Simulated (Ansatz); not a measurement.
This geometry of CH₂ClMg (5 atoms, charge -1, multiplicity 1) is a first-order saddle point.

Method: RHF/def2-TZVP in Ansatz 0.2.0.

```xyz
5
Properties=species:S:1:pos:R:3
C -0.717 0.562 -0.398
Mg 0.694 -0.546 0.382
Cl 2.351 -1.844 1.300
H -1.171 0.398 -1.371
H -1.157 1.430 0.088
```

(1) Which two structures does it join? (They come from a converged band through this point; their orientation in space is the band's.)

(2) How far does it lie above each of them?

Results:

(1) No bond is made or broken. The height of C1 over the plane of its neighbours goes from 0.25 to -0.25 Å. The two ends are copies of one structure, up to a mirror image or an exchange of like atoms. The height can change sign by an inversion or by a turn that exchanges like atoms.

Image 0:

```xyz
5
Properties=species:S:1:pos:R:3
C -0.598 0.676 -0.475
Mg 0.564 -0.644 0.455
Cl 2.392 -1.795 1.261
H -1.179 0.371 -1.345
H -1.179 1.393 0.105
```

Image 6:

```xyz
5
Properties=species:S:1:pos:R:3
C -0.849 0.461 -0.324
Mg 0.812 -0.430 0.310
Cl 2.292 -1.882 1.318
H -1.126 0.415 -1.377
H -1.129 1.437 0.073
```

(2) 0.014 eV above the first and 0.014 eV above the second. This is the barrier of this one path; another mechanism may lie lower. Limits of this set-up: an anion without diffuse functions.

Time of the run: 31 s on 2 threads of INTEL(R) XEON(R) PLATINUM 8581C CPU @ 2.10GHz (Emerald Rapids), with other jobs on the host, peak memory 0.21 GiB.
